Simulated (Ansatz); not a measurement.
CH₅NS₂, SMILES NCSS, vertical spin-state energies

With the Python package of Ansatz (0.2.0).

Interactive session:
```pycon
>>> import ansatz
>>> from rdkit import Chem
>>> from rdkit.Chem import AllChem
>>> # start geometry from RDKit
>>> rd = Chem.AddHs(Chem.MolFromSmiles("NCSS"))
>>> AllChem.EmbedMolecule(rd, randomSeed=184)
0
>>> AllChem.UFFOptimizeMolecule(rd)
0
>>> molecule = ansatz.Crystal.molecule()
>>> for atom, xyz in zip(rd.GetAtoms(), rd.GetConformer().GetPositions()):
...     molecule = molecule.atom(atom.GetSymbol(), xyz.round(5).tolist())
...
>>> job = (
...     molecule.calculation()
...     .basis(gaussian="def2-TZVPP")
...     .functional("hf")
... )
>>> found = {}
>>> for unpaired in [0, 2]:
...     summary = job.spin("collinear", total=unpaired).run(threads=1, pin="off").report
...     s = unpaired / 2
...     found[unpaired] = summary["free_energy_ev"]
...     print(f"2S+1 = {unpaired + 1}: E = {found[unpaired]:.5f} eV, <S^2> = {abs(summary['mean_field']['state']['spin_squared']):.3f} (pure state {s * (s + 1):.2f})")
...
2S+1 = 1: E = -24227.09899 eV, <S^2> = 0.000 (pure state 0.00)
2S+1 = 3: E = -24223.71712 eV, <S^2> = 2.040 (pure state 2.00)
>>> lowest = min(found, key=found.get)
>>> for unpaired, e in found.items():
...     print(f"multiplicity {unpaired + 1}: {(e - found[lowest]):.3f} eV above the lowest")
...
multiplicity 1: 0.000 eV above the lowest
multiplicity 3: 3.382 eV above the lowest
```

In order: multiplicity 1 (+0.00 eV) and multiplicity 3 (+3.38 eV), all at the one geometry.

Notes:
- Total energies depend on the basis set; only differences at equal settings carry meaning.
- The geometry is a force-field or estimated start, not a minimum of this method, and the basis set is short of its limit. All parts are taken at fixed geometry, without zero-point energy.
- Hartree-Fock leaves correlation out, so it favours high-spin states too much.
- The whole script took 50 s on 1 thread of Arm Neoverse V1, on a shared host, peak memory 0.74 GiB.

(Lines on the test bed's own set-up are left out of the output.)
